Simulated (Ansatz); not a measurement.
The end point of a relaxation of Nb. Space group Im-3m (No. 229), bcc (W type). All values below come from PBEsol (plane waves to 420 eV, PAW, scalar-relativistic; Ansatz, a quantum-chemistry and plane-wave program).

```xyz
1
Lattice="-1.6356 1.6356 1.6356 1.6356 -1.6356 1.6356 1.6356 1.6356 -1.6356" Properties=species:S:1:pos:R:3 pbc="T T T"
Nb     0.0000     0.0000     0.0000
```

```yaml
volume_per_atom: 17.50 Å³
density: 8.81 g/cm³
band_gap: no gap (metallic)
shortest_distances: Nb–Nb 2.83 Å
k-mesh: 20×20×20
```

Band energies at high-symmetry points (eV from the Fermi level; labels of this space group; no spin-orbit coupling), from −5 eV up to 3.1 eV:

```tsv
point	energies
Γ	0.35 0.35 0.35
H	-3.92 -3.92
N	-3.86 -1.76 2.43
P	-1.11 -1.11 -1.11
```

No spin polarisation in the result.

Measured for Nb: a 3.294 Å (static lattice; corrected from measurement; as listed in Daniel Mejia-Rodriguez, S. B. Trickey, Phys. Rev. B (2018)). Computed minus measured — a: PBEsol -0.7 %. The computed values are for a static lattice.

The run could not lose the symmetry of its start.

It was reached from a disturbed copy of a Fm-3m (No. 225) cell (fcc (Cu type)), against which it lies -0.35 eV/atom.
